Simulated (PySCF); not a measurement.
Working out the ionisation energy of Ar

Ar [Ar] (1S) → Ar+ [Ne] 3s2 3p5 (2P). Calculation: PySCF 2.14, in an uncontracted even-tempered set (21 s from 0.01 bohr⁻², ratio 2.5; 15 p from 0.013 bohr⁻², ratio 2.5; 6 d from 0.91 bohr⁻², ratio 2.7; 5 f from 1.4 bohr⁻², ratio 2.7); the non-relativistic Hamiltonian (point nucleus). Frozen: 1s2; the 21 highest virtual orbitals dropped. Energies in hartree (1 hartree = 27.21139 eV):

```tsv
part	Ar (lower)	Ar+ (upper)
UHF	-526.815137	-526.278903
MP2 opposite-spin	-0.378556	-0.359758
MP2 same-spin	-0.137909	-0.127835
```

Problem. What does Hartree-Fock give?

Solution. (-526.278903) − (-526.815137) = 0.536234 hartree = 14.592 eV.

Problem. What do MP2 and SCS-MP2 (6/5 opposite-spin, 1/3 same-spin) give?

Solution. The opposite-spin parts differ by 0.512 eV and the same-spin parts by 0.274 eV. MP2: 14.592 + (0.512) + (0.274) = 15.378 eV. SCS-MP2: 14.592 + 1.2 × (0.512) + (0.274)/3 = 15.298 eV.

Measured between the centres of the two terms (NIST): 15.819 eV, so MP2 (outer shells) is off by -0.441 eV.

What remains against the reference includes basis incompleteness, the frozen core and correlation beyond second order.
